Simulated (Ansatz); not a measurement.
## Molecular dynamics of BH3MgS

The input (input.yaml):

```yaml
crystal:
  periodic: [false, false, false]
  atoms:
    - { symbol: B, position_ang: [-0.967371, -0.005481, -0.63649] }
    - { symbol: S, position_ang: [0.156251, -1.312492, -0.981647] }
    - { symbol: Mg, position_ang: [1.409043, -0.136126, 0.560245] }
    - { symbol: H, position_ang: [-2.068562, 0.006155, -1.107063] }
    - { symbol: H, position_ang: [-0.566911, 0.830643, 0.160351] }
    - { symbol: H, position_ang: [2.265165, 0.813056, 1.644966] }
magnetization:
  spin_polarized: true
basis:
  gaussian: { orbitals: def2-SVP }
hamiltonian:
  xc: pbe0
  dispersion: d4
md:
  timestep: 0.25
  n_steps: 100
  ensemble: nvt_nose_hoover
  temperature: 300.0
  initial_velocities: maxwell_boltzmann
  seed: 500413
  nose_hoover: { tau: 20.0, chain_length: 5 }
  temperature_schedule:
    - { n_steps: 25, end_temperature: 300.0 }
    - { n_steps: 75, end_temperature: 900.0 }
```

Launched with:

```bash
$ ansatz run input.yaml --threads 1 --pin off --max-ram 2048MiB --backend cpu --events-out ev --progress --plain --runs-dir out
```

It goes on from the last frame of an earlier run, with new velocities.

Output, in part (step lines, the closing report, with atoms numbered from 0):

```
md step     0: t =     0.00 fs  T =   300.0 K (target 300.0 K)  F+E_penalty+E_count = -16992.41793943 eV  E_kin = 0.155112 eV  conserved = -16992.26282744 eV  (26 SCF iters)
[... lines left out ...]
Total energy: -16992.35433062 eV, -624.4575038189 hartree
Atom 0 at    -1.011692     0.000355    -0.628351 Å, force     1.612604    -0.434195     0.177515 eV/Å
Atom 1 at     0.179220    -1.319823    -0.988126 Å, force    -1.050590     0.265047    -0.110418 eV/Å
Atom 2 at     1.381152    -0.131634     0.579852 Å, force     0.681403     0.603311     0.224792 eV/Å
Atom 3 at    -2.063890     0.134682    -1.163650 Å, force    -0.383314    -0.029164    -0.114889 eV/Å
Atom 4 at    -0.636826     0.878188     0.177868 Å, force    -0.273714    -0.096916    -0.051853 eV/Å
Atom 5 at     2.747683     0.699260     1.330068 Å, force    -0.586388    -0.308082    -0.125147 eV/Å
Dipole moment:    -0.087801     0.049972     0.279829 e Å
```

The steps, from the saved trajectory:

| time (fs) | T (K) | potential energy less start (eV) | conserved less start (meV/atom) |
| --- | --- | --- | --- |
| 0.0 | 300 | 0.000 | 0.00 |
| 0.8 | 289 | 0.006 | 0.00 |
| 1.5 | 268 | 0.017 | 0.00 |
| 2.2 | 241 | 0.031 | 0.01 |
| 3.0 | 216 | 0.044 | 0.01 |
| 3.8 | 198 | 0.053 | 0.01 |
| 4.5 | 190 | 0.057 | 0.01 |
| 5.2 | 193 | 0.057 | 0.01 |
| 6.0 | 202 | 0.052 | 0.01 |
| 6.8 | 212 | 0.048 | 0.00 |
| 7.5 | 219 | 0.045 | 0.00 |
| 8.2 | 220 | 0.045 | 0.00 |
| 9.0 | 218 | 0.047 | 0.01 |
| 9.8 | 217 | 0.049 | 0.01 |
| 10.5 | 221 | 0.049 | 0.01 |
| 11.2 | 227 | 0.047 | 0.00 |
| 12.0 | 229 | 0.047 | 0.00 |
| 12.8 | 223 | 0.053 | 0.00 |
| 13.5 | 205 | 0.064 | 0.00 |
| 14.2 | 180 | 0.079 | 0.01 |
| 15.0 | 155 | 0.094 | 0.01 |
| 15.8 | 139 | 0.105 | 0.02 |
| 16.5 | 138 | 0.107 | 0.02 |
| 17.2 | 156 | 0.100 | 0.02 |
| 18.0 | 189 | 0.086 | 0.01 |
| 18.8 | 231 | 0.069 | 0.01 |
| 19.5 | 272 | 0.053 | 0.00 |
| 20.2 | 304 | 0.043 | 0.00 |
| 21.0 | 323 | 0.041 | 0.00 |
| 21.8 | 330 | 0.045 | 0.01 |
| 22.5 | 334 | 0.051 | 0.01 |
| 23.2 | 342 | 0.056 | 0.01 |
| 24.0 | 356 | 0.059 | 0.01 |
| 24.8 | 369 | 0.062 | 0.01 |

The run went to its last step. The conserved energy stayed within 0.018 meV per atom of its start (net change 0.0047 meV per atom), so the integration is sound. The schedule's set-point averaged 700 K over the second half and the system 250 K, so it lags behind the ramp. A run of 0.025 ps of so small a system gives no equilibrium averages.

The same pairs are bonded in the first frame and the last. Pairs count as bonded within 1.25 times the sum of covalent radii (0.12 Å more for H–H).

Last frame:

```xyz
6
Properties=species:S:1:pos:R:3
B -1.012 0.000 -0.628
S 0.179 -1.320 -0.988
Mg 1.381 -0.132 0.580
H -2.064 0.135 -1.164
H -0.637 0.878 0.178
H 2.748 0.699 1.330
```

The run took 5.1 min on 1 thread of Arm Neoverse V2 (shared host), peak memory 0.15 GiB.
